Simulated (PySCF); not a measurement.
OS, SMILES O=S (connectivity only; charge and spin as stated), neutral, multiplicity 3.

Geometry optimised at B3LYP-D3(BJ)/def2-TZVPD.

Two levels are set side by side: PBE/def2-TZVPD (PySCF) and CAM-B3LYP/def2-TZVPD (PySCF). Same geometry, gas phase. Differences are taken from unrounded values.

```
quantity                     CAM-B3LYP
---------------------------  ---------
α-spin orbital gap (eV)           9.54
β-spin orbital gap (eV)          10.28
dipole moment (D)                 1.64
mean polarisability (bohr³)       23.3
```

Problem. What does PBE give, and how far is it from CAM-B3LYP? (The exact figures need the calculation; the answer reports its results.)

Solution. 
```csv
quantity,PBE,PBE minus CAM-B3LYP
α-spin orbital gap (eV),4.83,-4.71
β-spin orbital gap (eV),5.38,-4.90
dipole moment (D),1.36,-0.27
mean polarisability (bohr³),24.1,0.7
```

PBE's more diffuse valence density responds more strongly to a field. Differences between two approximate levels are no errors against the true value.

Rough cost on one machine, each run with all the roots and properties that it gave: CAM-B3LYP against PBE within a factor of 2.
